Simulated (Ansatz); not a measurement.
**HfSiO$_{4}$: H interstitial**

Level of theory: DFT PBE, scalar-relativistic, plane waves, PAW (Ansatz 0.2.0). Settings: 420 eV cutoff, 2×2×2 k-mesh, shifted by half a step, Gaussian smearing of 0.01 eV, collinear spin in charge 0 alone.

Host crystal, relaxed:

```cif
data_structure
_symmetry_space_group_name_H-M 'P 1'
_symmetry_Int_Tables_number 1
_cell_length_a 5.5789
_cell_length_b 5.5789
_cell_length_c 5.5789
_cell_angle_alpha 106.891
_cell_angle_beta 106.891
_cell_angle_gamma 114.765
_cell_volume 132.81
loop_
_atom_site_label
_atom_site_type_symbol
_atom_site_fract_x
_atom_site_fract_y
_atom_site_fract_z
_atom_site_occupancy
Hf1 Hf 0.75000 0.25000 0.50000 1
Hf2 Hf 0.00000 0.00000 0.00000 1
Si1 Si 0.25000 0.75000 0.50000 1
Si2 Si 0.50000 0.50000 0.00000 1
O1 O 0.13474 0.31893 0.81581 1
O2 O 0.06893 0.75313 0.68419 1
O3 O 0.50313 0.31893 0.18419 1
O4 O 0.06893 0.38474 0.31581 1
O5 O 0.61526 0.93107 0.68419 1
O6 O 0.68107 0.86526 0.18419 1
O7 O 0.24687 0.93107 0.31581 1
O8 O 0.68107 0.49687 0.81581 1
```

Supercell of 48 atoms, rows in host cell vectors: 0 -1 1; 1 0 -1; 1 2 1. Atoms relax at the host's cell, keeping the symmetry that the supercell leaves at the site. The cell is small, so energies carry finite-size errors of tenths of an eV. The host's Kohn–Sham gap is 5.31 eV. Atoms are taken from and returned to the elements' standard states. Charged cells are corrected for image charges with the computed static dielectric tensor (mean 12.6) and aligned with the host's potential at far atoms (alignment terms reach 0.09 eV; the program doubts the alignment in some charges, where it is up to 0.09 eV). No band-filling term is added, and the Fermi level counts from the host's valence band top.

Spin-orbit coupling is left out, which matters for the bands and energies of heavy elements.

Defect: H interstitial set at (0.333, 0.125, 0.708) of the host cell. In charge +1 some atom moved by up to 1.0 Å, so the relaxed defect can differ in kind from the start. Before relaxation its nearest neighbours are 2 Si at 1.84 Å, 2 O at 1.91 Å, 2 O at 1.94 Å.

| charge | E_f at the valence band top (eV) | over the neutral state (eV) | moment (μB) | largest move (Å) | atoms near the site |
| --- | --- | --- | --- | --- | --- |
| +1 | -1.32 | -4.53 | 0.00 | 1.02 | 2 O at 1.25 Å |
| 0 | 3.21 | 0.00 | 1.00 | 0.29 | 2 Si at 1.89 Å, 2 O at 1.95 Å, 2 O at 2.04 Å |
| -1 | 5.37 | 2.16 | 0.00 | 0.27 | 2 Si at 1.63 Å, 2 O at 2.07 Å |

Among the charges computed the stable one is +1 at the valence band top, changing to -1 at 3.35 eV. Other sites of the defect weren't tried.